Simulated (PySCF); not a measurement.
Geometry:
| atom | x (Å) | y (Å) | z (Å) |
| --- | --- | --- | --- |
| C1 | 2.397 | 0.426 | 0.011 |
| O2 | 1.106 | 0.127 | -0.449 |
| C3 | 0.315 | -0.528 | 0.514 |
| C4 | -1.093 | -0.716 | -0.051 |
| C5 | -1.778 | 0.608 | -0.233 |
| N6 | -2.903 | 0.964 | 0.182 |
| H7 | 2.940 | -0.484 | 0.294 |
| H8 | 2.914 | 0.918 | -0.810 |
| H9 | 2.365 | 1.099 | 0.878 |
| H10 | 0.755 | -1.509 | 0.761 |
| H11 | 0.273 | 0.067 | 1.441 |
| H12 | -1.671 | -1.362 | 0.614 |
| H13 | -1.005 | -1.195 | -1.029 |
| H14 | -1.206 | 1.341 | -0.794 |
| H15 | -3.413 | 0.252 | 0.707 |

Method: GIAO PBE0/pcSseg-1 shieldings, coordinates at the GFN2-xTB level, in PySCF (isolated molecule, one averaged value for each set of equivalent atoms, one computed conformer, relativity neglected).

Shifts are taken against calculated references (same method and geometry level): $^{13}$C (186.93 ppm) and $^{1}$H (31.72 ppm) against TMS; $^{17}$O (336.08 ppm) vs H2O; NH3 for $^{15}$N (267.73 ppm).

```csv
atoms,nucleus,count,Hirshfeld charge,δ (ppm)
C3,$^{13}$C,1,0.01,74.5
C1,$^{13}$C,1,-0.04,61.6
C4,$^{13}$C,1,-0.08,47.7
H14,$^{1}$H,1,0.04,8.05
O2,$^{17}$O,1,-0.14,25.2
H7/H8/H9,$^{1}$H,3,0.04,3.57
H15,$^{1}$H,1,0.10,?
H10/H11,$^{1}$H,2,0.03,?
C5,$^{13}$C,1,0.05,176.3
N6,$^{15}$N,1,-0.24,?
H12/H13,$^{1}$H,2,0.05,2.14
```

**Question.** Estimate the values marked ?.

**Answer.** 
- H15: 10.56 ppm, hydrogen on a nitrogen bonded to C
- H10/H11: 3.50 ppm, hydrogen on a carbon bonded to C, O
- N6: 359.3 ppm, nitrogen bonded to C, H

Exchangeable OH/NH protons stand at their gas-phase positions; hydrogen bonding in a real sample shifts them, mostly to higher δ. Shifts are as computed. Against solution values, carbons near 30 ppm lie about +3 ppm off and those near 130 ppm about +5 ppm. Of 1211 compounds with measured shifts, 218 miss one by over three times the rms of a fit or turn the order of signals round; such compounds aren't used in these exercises. Experimental scales use liquid or dissolved standards, which lie at an offset from isolated NH3 (liquid NH3: subtract about 20 ppm) and H2O (liquid H2O: subtract about 36 ppm). Unscaled 15N shifts of sp2 nitrogen come out 20 to 40 ppm too high even then.
